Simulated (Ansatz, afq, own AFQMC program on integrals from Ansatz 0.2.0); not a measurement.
Two steps: Ansatz 0.2.0 writes the Fock matrix and Cholesky factors of the valence space, and afq projects on them the lowest state that overlaps trial and start.

```yaml
crystal:
  periodic: [false, false, false]
  atoms:
    - {symbol: Hf, position_ang: [0.000000, 0.000000, 0.000000]}
basis:
  gaussian: {orbitals: def2-SVP}
magnetization: {spin_polarized: false}
correlation: {method: ccsd_t, electrons: outside_noble_gas, hamiltonian_folder: ham}
```

```sh
$ ansatz run in.yaml --threads 1 --pin off --events-out ev --progress --plain --max-ram 24576MiB --backend cuda --devices 0, --max-vram 18GiB
```

afq runs on the folder ham with

```
--method free --trial cisd --walkers 4000 --time-step 0.03 --max-blocks 4000 --target-error 0.00024 --factor-cut 1e-05 --seed 2710 --times 0,0.3,0.6,1.2,1.8,2.4,3.6,4.8,6 --taylor-order 8
```

Times are imaginary, in 1/Eh. The walk had a cap of 61 s. Core potentials past Kr, no spin–orbit coupling.

Log:

```
orbitals 28  electrons 2 2  factors 199 of 199
reference energy -47.30357927 Eh
CCSD correlation -0.06861899 Eh in 21 cycles, weight of the determinant in the CISD state 0.7101
repeat  energy at the last time / Eh  error
    10  -47.381072  0.000057
    20  -47.381035  0.000061
    30  -47.381033  0.000066
time / (1/Eh)  energy / Eh  error  mean overlap
  0.00  -47.372187  0.000020  1.4071
  0.30  -47.374609  0.000023  1.4065
  0.60  -47.376191  0.000032  1.4079
  1.20  -47.378035  0.000033  1.4104
  1.80  -47.379014  0.000040  1.4146
  2.40  -47.379734  0.000042  1.4177
  3.60  -47.380401  0.000064  1.4283
  4.80  -47.380718  0.000084  1.4424
  6.00  -47.381066  0.000072  1.4515
energy -47.381066 +/- 0.000072 Eh
```

The run failed at least one of its tests; the cautions name the faults.

Against this walk (error 2.0 meV) on the same determinant: CCSD(T) 46.0 meV higher, CCSDT(Q) 138.4 meV lower, full CI 131.1 meV lower. The error is statistical, and a free projection of finite length keeps a remainder of its start. The projection is still falling at its last time (meV from the last point: 55.8 ± 1.1 at 1.80, 36.2 ± 1.1 at 2.40, 18.1 ± 1.7 at 3.60, 9.5 ± 2.3 at 4.80, 0.0 ± 2.0 at 6.00), so its energy is a cut-off value, and the gaps above aren't errors of the other methods. Full CI is exact here, so the walk's 131 meV above it is the walk's own error: what remains of the start.

Cautions: remainder of the start not in the error; start not forgotten; no spin-orbit coupling; outer-core shells of the metal frozen; another spin lies lower (by 637 meV); restricted determinant unstable towards unrestricted (UHF 1.08 eV lower, ⟨S²⟩ 1.00); strong correlation (T1 0.027, weight of the determinant 0.71, largest double 0.36); (T) is large, 10 % of the CCSD correlation; the CCSDT(Q) amplitudes may be one of several solutions (largest double 0.72); CCSDT(Q) on the UHF determinant differs (514 meV lower), perhaps since the unrestricted series falls towards higher spin.

The walk took 16 s on 1 × NVIDIA H100 80GB HBM3 with 2 threads of AMD EPYC 7R13 Processor (Zen 3), on a shared host (the card was shared). The log's last line is the free-projection energy.

CCSDT and higher add their correlation energy to the determinant of the CCSD(T) run, since their own runs factorise the integrals more tightly (a shift of under 2 meV). A walk keeps the symmetry of its determinant, which the program's search chose and which needn't be the lowest solution, so a lower state of the same spin and another symmetry isn't excluded.
